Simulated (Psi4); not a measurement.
**PH3S (SMILES [PH3]=S) at 3 levels**

Wanted: a comparison of 3 runs (HF/3-21G, PBE/6-31G, SOGGA11/aug-cc-pVTZ) of PH3S. 

Program for the calculation: Psi4 1.11.

7 further runs of the same task are left out: 3 that didn't finish, 4 set aside as unsound or not needed.

## (1) Starting point

The species is PH3S (5 atoms), meant as a singlet with charge 0. SMILES: `[PH3]=S`. Geometry: relaxed at GFN2-xTB.

Bond lengths: P1–S2 1.914 Å, P1–H3 1.394 Å, P1–H4 1.394 Å, P1–H5 1.394 Å. Angles: S2–P1–H3 118.2°, S2–P1–H4 118.2°, S2–P1–H5 118.2°, H3–P1–H4 99.6°, H3–P1–H5 99.4°, H4–P1–H5 99.4°.

## (2) A single-point energy at HF/3-21G (run 1)

The input, job.json:

```json
{
  "schema_name": "qcschema_input",
  "schema_version": 1,
  "molecule": {
    "schema_name": "qcschema_molecule",
    "schema_version": 2,
    "symbols": ["P", "S", "H", "H", "H"],
    "geometry": [0.01496663, -0.01247219, 0.0144753, 2.38424855, -1.77849684, 2.09997705, -2.20500803, 0.87292119, 1.12351777, -1.00622247, -1.2785509, -2.0582708, 0.81203421, 2.19657985, -1.17969933],
    "molecular_charge": 0,
    "molecular_multiplicity": 1,
    "fix_symmetry": "c1"
  },
  "driver": "energy",
  "model": {
    "method": "scf",
    "basis": "3-21G"
  },
  "keywords": {
    "puream": true,
    "e_convergence": 1e-09,
    "d_convergence": 1e-08,
    "scf_type": "pk",
    "scf_properties": ["QUADRUPOLE", "MAYER_INDICES", "DIPOLE"]
  }
}
```

Launch:

```
$ psi4 --qcschema job.json -n 1 --memory 1600MB
```

stdout:

```text
[...]
  Running in c1 symmetry.
[...]
  Nuclear repulsion =   93.089271445823286
[...]
  Multiplicity = 1
[...]
  Nalpha       = 17
  Nbeta        = 17
[...]
    Number of basis functions: 32
[...]
   @RHF iter   1:  -736.14547027681579    6.98567e-02   9.44172e-03 DIIS/ADIIS
[...]
   @RHF iter  10:  -736.22691337339984   -1.13687e-13   1.66884e-09 DIIS
[...]
    Orbital Energies [Eh]
    ---------------------
    Doubly Occupied:
       1A    -91.259349     2A    -79.484047     3A     -8.863427
       4A     -7.566552     5A     -6.539610     6A     -6.532993
       7A     -6.532992     8A     -5.453766     9A     -5.450151
      10A     -5.450147    11A     -1.045771    12A     -0.848092
      13A     -0.616735    14A     -0.616441    15A     -0.495977
      16A     -0.345927    17A     -0.345892
[...]
  @RHF Final Energy:  -736.22691337339984
   => Energetics <=
    Nuclear Repulsion Energy =             93.0892714458232859
    One-Electron Energy =               -1203.7366349661967888
    Two-Electron Energy =                 374.4204501469737920
    Total Energy =                       -736.2269133733998387
[...]
 Multipole Moments:
 ------------------------------------------------------------------------------------
     Multipole            Electronic (a.u.)      Nuclear  (a.u.)        Total (a.u.)
 ------------------------------------------------------------------------------------
 L = 1.  Multiply by 2.5417464519 to convert [e a0] to [Debye]
 Dipole X            :          1.0077973           -2.3073834           -1.2995861
 Dipole Y            :         -0.7549100            1.7230471            0.9681371
 Dipole Z            :          0.8906717           -2.0341519           -1.1434802
 Magnitude           :                                                    1.9833710
 L = 2.  Multiply by 1.3450342976 to convert [e a0^2] to [Debye ang]
 Quadrupole XX       :        -81.3088576           59.5870663          -21.7217913
 Quadrupole XY       :         38.2935485          -38.4098693           -0.1163207
[...]
```

The result, in JSON:

```text
{
 "driver": "energy",
 "model": {
  "method": "scf",
  "basis": "3-21G"
 },
 "success": true,
 "return_result": -736.2269133733998,
 "properties": {
  "calcinfo_nbasis": 32,
  "calcinfo_nmo": 32,
  "calcinfo_nalpha": 17,
  "calcinfo_nbeta": 17,
  "calcinfo_natom": 5,
  "nuclear_repulsion_energy": 93.08927144582329,
  "return_energy": -736.2269133733998,
  "scf_one_electron_energy": -1203.7366349661968,
  "scf_two_electron_energy": 374.4204501469738,
  "scf_dipole_moment": [-1.2995860765699863, 0.9681371126268454, -1.1434802189914437],
  "scf_total_energy": -736.2269133733998,
  "scf_iterations": 10
 }
}
```

It took 1.6 s on 1 thread of Intel Xeon Platinum 8488C (Sapphire Rapids), shared host; peak memory 0.18 GiB.

## (3) Energy and gradient at PBE/6-31G (run 2)

The input, job.py:

```python
import psi4

psi4.set_memory(1600000000)
psi4.set_num_threads(1)
psi4.core.set_output_file('run.log', False)

mol = psi4.geometry("""
0 1
P      0.007920    -0.006600     0.007660
S      1.261690    -0.941140     1.111260
H     -1.166840     0.461930     0.594540
H     -0.532470    -0.676580    -1.089190
H      0.429710     1.162380    -0.624270
units angstrom
symmetry c1
""")

psi4.set_options({
    'puream': True,
    'e_convergence': 1e-09,
    'd_convergence': 1e-08,
    'scf_type': 'pk',
    'dft_radial_points': 99,
    'dft_spherical_points': 590,
})

energy_value, wavefunction = psi4.gradient("pbe/6-31G", molecule=mol, return_wfn=True)
psi4.oeprop(wavefunction, "MAYER_INDICES", "LOWDIN_CHARGES", "QUADRUPOLE", title="PBE")
print('gradient / Eh bohr^-1')
print(energy_value.np.round(6))
print(f'energy = {wavefunction.energy():.10f} Eh')
```

Launch:

```
$ python job.py
```

run.log:

```text
[...]
  Running in c1 symmetry.
[...]
  Nuclear repulsion =   93.089271308523081
[...]
  Multiplicity = 1
[...]
  Nalpha       = 17
  Nbeta        = 17
[...]
    Number of basis functions: 32
[...]
   @RKS iter   1:  -740.74766551518007    2.09234e-01   1.16261e-02 ADIIS/DIIS
[...]
   @RKS iter  10:  -740.86387083711315   -4.54747e-13   6.22237e-09 DIIS
[...]
    Orbital Energies [Eh]
    ---------------------
    Doubly Occupied:
       1A    -88.005085     2A    -76.389528     3A     -7.639728
       4A     -6.407777     5A     -5.666651     6A     -5.651876
       7A     -5.651874     8A     -4.623990     9A     -4.621879
      10A     -4.621872    11A     -0.738235    12A     -0.587598
      13A     -0.427074    14A     -0.426826    15A     -0.342819
      16A     -0.204001    17A     -0.203974
[...]
  @RKS Final Energy:  -740.86387083711315
   => Energetics <=
    Nuclear Repulsion Energy =             93.0892713085230810
    One-Electron Energy =               -1208.2672302123864938
    Two-Electron Energy =                 424.0662011929660480
    DFT Exchange-Correlation Energy =     -49.7521131262158178
    Empirical Dispersion Energy =           0.0000000000000000
    VV10 Nonlocal Energy =                  0.0000000000000000
    Total Energy =                       -740.8638708371131543
[...]
  -Total Gradient:
     Atom            X                  Y                   Z
    ------   -----------------  -----------------  -----------------
       1        0.040854004815    -0.030550258837     0.036066563238
       2       -0.065369905367     0.048770348963    -0.057596491235
       3        0.021890686010    -0.008696419344    -0.010631163347
       4        0.010252074705     0.012239984878     0.020335642640
       5       -0.007622882350    -0.021766790977     0.011829251867
[...]
 Multipole Moments:
 ------------------------------------------------------------------------------------
     Multipole            Electronic (a.u.)      Nuclear  (a.u.)        Total (a.u.)
 ------------------------------------------------------------------------------------
 L = 1.  Multiply by 2.5417464519 to convert [e a0] to [Debye]
 Dipole X            :          1.1806432           -2.3073834           -1.1267402
 Dipole Y            :         -0.8833494            1.7230471            0.8396977
 Dipole Z            :          1.0424077           -2.0341520           -0.9917443
 Magnitude           :                                                    1.7199397
 L = 2.  Multiply by 1.3450342976 to convert [e a0^2] to [Debye ang]
 Quadrupole XX       :        -80.4044858           59.5870665          -20.8174193
 Quadrupole XY       :         38.0789567          -38.4098694           -0.3309127
[...]
```

The script printed:

```text
gradient / Eh bohr^-1
[[ 0.040854 -0.03055   0.036067]
 [-0.06537   0.04877  -0.057596]
 [ 0.021891 -0.008696 -0.010631]
 [ 0.010252  0.01224   0.020336]
 [-0.007623 -0.021767  0.011829]]
energy = -740.8638708371 Eh
```

Run time: 6.6 s. Hardware: 1 thread of Intel Xeon Platinum 8488C (Sapphire Rapids), shared host; peak memory 0.45 GiB.

## (4) A single-point energy at SOGGA11/aug-cc-pVTZ (density fitting) (run 3)

The input, h3ps.sdf:

```

     RDKit          3D

  5  4  0  0  0  0  0  0  0  0999 V2000
    0.0079   -0.0066    0.0077 P   0  0  0  0  0  5  0  0  0  0  0  0
    1.2617   -0.9411    1.1113 S   0  0  0  0  0  0  0  0  0  0  0  0
   -1.1668    0.4619    0.5945 H   0  0  0  0  0  0  0  0  0  0  0  0
   -0.5325   -0.6766   -1.0892 H   0  0  0  0  0  0  0  0  0  0  0  0
    0.4297    1.1624   -0.6243 H   0  0  0  0  0  0  0  0  0  0  0  0
  2  1  2  0
  3  1  1  0
  4  1  1  0
  5  1  1  0
M  END
$$$$
```

The input, run.py:

```python
import psi4
from rdkit import Chem

psi4.set_memory(1600000000)
psi4.set_num_threads(1)
psi4.set_output_file('output.dat', False)

rd = Chem.SDMolSupplier('h3ps.sdf', removeHs=False, sanitize=False)[0]
xyz = rd.GetConformer().GetPositions()
atoms = '\n'.join(f'{a.GetSymbol()} {x:.4f} {y:.4f} {z:.4f}' for a, (x, y, z) in zip(rd.GetAtoms(), xyz))
m = psi4.geometry('0 1\n' + atoms + '\nsymmetry c1\nno_reorient\nno_com')

psi4.set_options({
    'reference': 'rks',
    'scf_type': 'disk_df',
    'scf_initial_accelerator': 'none',
})

E, wfn = psi4.energy('sogga11/aug-cc-pVTZ', return_wfn=True)
print(f'sogga11/aug-cc-pVTZ energy: {E:.10f} Eh')
for k, v in sorted(psi4.core.scalar_variables().items()):
    print(f'{k:45s} {v:18.10f}')
```

Launch:

```
$ python run.py
```

output.dat:

```text
[...]
  Running in c1 symmetry.
[...]
  Nuclear repulsion =   93.089182163213906
[...]
  Multiplicity = 1
[...]
  Nalpha       = 17
  Nbeta        = 17
[...]
    Number of basis functions: 169
[...]
   @DF-RKS iter   1:  -741.20040328710820    8.53782e-02   3.36003e-03 DIIS
[...]
   @DF-RKS iter  20:  -741.35759828396954   -2.85130e-07   9.03461e-07 DIIS
[...]
    Orbital Energies [Eh]
    ---------------------
    Doubly Occupied:
       1A    -88.103694     2A    -76.447468     3A     -7.652964
       4A     -6.383971     5A     -5.694987     6A     -5.686262
       7A     -5.686261     8A     -4.616952     9A     -4.616950
      10A     -4.616237    11A     -0.710508    12A     -0.574862
      13A     -0.410052    14A     -0.409800    15A     -0.351237
      16A     -0.222924    17A     -0.222898
[...]
  @DF-RKS Final Energy:  -741.35759828396954
   => Energetics <=
    Nuclear Repulsion Energy =             93.0891821632139056
    One-Electron Energy =               -1208.9208117561606741
    Two-Electron Energy =                 424.5279574176715869
    DFT Exchange-Correlation Energy =     -50.0539261086944052
    Empirical Dispersion Energy =           0.0000000000000000
    VV10 Nonlocal Energy =                  0.0000000000000000
    Total Energy =                       -741.3575982839695371
[...]
 Multipole Moments:
 ------------------------------------------------------------------------------------
     Multipole            Electronic (a.u.)      Nuclear  (a.u.)        Total (a.u.)
 ------------------------------------------------------------------------------------
 L = 1.  Multiply by 2.5417464519 to convert [e a0] to [Debye]
 Dipole X            :        -36.8679751           35.9730155           -0.8949596
 Dipole Y            :         27.5179910          -26.8509295            0.6670615
 Dipole Z            :        -32.4924023           31.7045021           -0.7879001
 Magnitude           :                                                    1.3662761
[...]
```

Standard output:

```text
sogga11/aug-cc-pVTZ energy: -741.3575982840 Eh
CURRENT ENERGY                                   -741.3575982840
CURRENT REFERENCE ENERGY                         -741.3575982840
DD SOLVATION ENERGY                                 0.0000000000
DFT FUNCTIONAL TOTAL ENERGY                      -741.3575982840
DFT TOTAL ENERGY                                 -741.3575982840
DFT VV10 ENERGY                                     0.0000000000
DFT XC ENERGY                                     -50.0539261087
GRID ELECTRONS ALPHA                               17.0000015623
GRID ELECTRONS BETA                                17.0000015623
GRID ELECTRONS TOTAL                               34.0000031246
NUCLEAR REPULSION ENERGY                           93.0891821632
ONE-ELECTRON ENERGY                             -1208.9208117562
PCM POLARIZATION ENERGY                             0.0000000000
PE ENERGY                                           0.0000000000
SCF ITERATION ENERGY                             -741.3575982840
SCF ITERATIONS                                     20.0000000000
SCF TOTAL ENERGY                                 -741.3575982840
TWO-ELECTRON ENERGY                               424.5279574177
XC GRID RADIAL POINTS                              75.0000000000
XC GRID SPHERICAL POINTS                          302.0000000000
XC GRID TOTAL POINTS                           110204.0000000000
```

It took 15 s on 1 thread of Intel Xeon Platinum 8488C (Sapphire Rapids), shared host; peak memory 0.97 GiB.

## (5) All runs side by side

```csv
run,level,task,integration grid,energy (Eh),dipole moment (D),HOMO energy (eV),LUMO energy (eV),wall time
1,HF/3-21G,energy,–,-736.226913,5.04,-9.41,4.19,1.6 s
2,PBE/6-31G,gradient,99 radial × 590 angular,-740.863871,4.37,-5.55,-0.68,6.6 s
3,SOGGA11/aug-cc-pVTZ (density fitting),energy,75 radial × 302 angular,-741.357598,3.47,-6.07,-2.83,15 s
```

## (6) Summary of results

```
            quantity          value
 run 3: total energy  -741.35760 Eh
run 3: dipole moment         3.47 D
  run 3: HOMO energy       -6.07 eV
  run 3: LUMO energy       -2.83 eV
run 3: HOMO–LUMO gap        3.23 eV
```

In words: The dipole moment (its size) runs from 3.47 D (SOGGA11/aug-cc-pVTZ) to 5.04 D (HF/3-21G). The two ends differ in method and basis. The HOMO–LUMO gap runs from 3.23 eV (SOGGA11/aug-cc-pVTZ) to 13.60 eV (HF/3-21G). Totals of different functionals can't be ranked against each other. All runs together took 23 s, the longest 15 s.
